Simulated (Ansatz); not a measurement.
Isolated molecules relaxed with PBE0-D4/def2-TZVP in Ansatz; ΔE leaves out vibrations. CCSD(T)/CBS adds triple-zeta CCSD(T) − MP2 to the extrapolated MP2 energy (def2 sets, frozen cores). This one scheme is used for every species. Functionals use def2-TZVPP. Triplets are unrestricted, without spin–orbit coupling. Each species was taken in one conformer, which may not be the lowest.

Consider the formal loss of a carbene: `C#CSC` → `C#CS` + `[CH2]` (triplet).

Question: Is it downhill or uphill in electronic energy at CCSD(T)/CBS, and by how much? (Estimate.)

Answer: The calculation gave: Uphill: ΔE = +4.54 eV.

Question: What do these levels give: B97M-V, BHLYP-D4, CAM-B3LYP-D4, ωB97X-V, B2PLYP, PBE-QIDH, revPBE, LC-ωPBE, CCSD/def2-SVP, HF/def2-TZVPP, CCSD(T)/def2-TZVPP, HF/def2-QZVPP? (An estimate is asked.)

Answer: The calculation gave: B97M-V 4.55, BHLYP-D4 4.34, CAM-B3LYP-D4 4.50, ωB97X-V 4.64, B2PLYP 4.45, PBE-QIDH 4.51, revPBE 4.33, LC-ωPBE 4.41, CCSD/def2-SVP 4.14, HF/def2-TZVPP 3.00, CCSD(T)/def2-TZVPP 4.40, HF/def2-QZVPP 3.01 eV.

Largest T1 diagnostic among the species: 0.013.

From r2SCAN to r2SCAN0 (25 % exact exchange), in def2-TZVPP and without D4, ΔE moves by −0.06 eV. The D4 term adds +0.10 eV with B3LYP and +0.05 eV with PBE0; it sums over pairs of atoms, weighted by their polarisabilities, and B3LYP, whose exchange is more repulsive, gets the larger term. At CCSD(T), def2-SVP lies −0.30 eV from the extrapolated value and def2-TZVPP −0.14 eV.

B3LYP here is the variant with VWN-RPA as its local correlation; programs differ in this.
